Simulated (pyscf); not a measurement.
Elementary routes open to `[OH][GeH2]` [doublet] + `[H][H]` in the gas phase (doublet surface):
A. `[OH][GeH3]` + `[H]` [doublet] (H–H broken; Ge–H formed)
B. `[GeH3]` [doublet] + `[OH2]` (Ge–O, H–H broken; Ge–H, H–O formed)

PySCF, gas phase, ωB97X-D3(BJ)/def2-SVP geometries.

Rank the routes by free-energy barrier at 900 K, lowest first, for ωB97M-D3(BJ)/def2-TZVP energies (ideal gas, 1 atm, RRHO with modes under 100 cm⁻¹ raised to 100, one conformer, R ln 2 for chiral ones without a mode under 150 cm⁻¹).

A (45.3 kcal/mol), B (64.2 kcal/mol)

Route A is the fastest of these, ahead of the next by 18.9 kcal/mol. The most stable products are those of B (ΔG = +2.5 kcal/mol), whose barrier is 18.9 kcal/mol higher: the kinetic and the thermodynamic product differ. At 298 K A is still the fastest. Only these routes are compared; each barrier is that of the saddle found, and lower ones may exist. Elements up to Kr have no core potential and no relativistic terms here.
